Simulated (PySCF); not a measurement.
**One molecule, a ladder of functionals, a line**

Molecule: `InChI=1S/C5H7Cl/c1-3-5(2)4-6/h3H,1-2,4H2`.

Mapped SMILES: `[CH2:1]=[CH:2][C:3](=[CH2:4])[CH2:5][Cl:6]`. Hydrogens are named by the atom that carries them. Ha(C4) is cis to C2; Ha(C1) is cis to C3; Hb(C4) is trans to C2; Hb(C1) is trans to C3.

GIAO shieldings (ppm, equivalent atoms averaged) in PySCF 2.14.0 with density-fitted response routines on the PBE0-D3(BJ)/def2-SVP geometry, basis pcSseg-1, gas phase, non-relativistic:

| functional | exact exchange (%) | σ(Cl6) |
| --- | --- | --- |
| BLYP | 0 | 766.4 |
| BP86 | 0 | 783.1 |
| PBE | 0 | 782.9 |
| B3LYP | 20 | 798.0 |
| PBE0 | 25 | 819.8 |
| mPW1PW91 | 25 | 817.9 |
| HF | 100 | 893.1 |

(1) Fit each shielding as a line in the percentage of exact exchange.

(2) What does the line predict for BHandHLYP (50 %), and what does the run give?

## Answers

(1) σ(Cl6) = 780.6 + 1.16 x (rms 7.9 ppm). The functionals also differ in their semilocal parts, which the line can't hold; Hartree–Fock has no correlation at all.

(2) σ(Cl6): 838.6 predicted, 837.8 computed ppm.
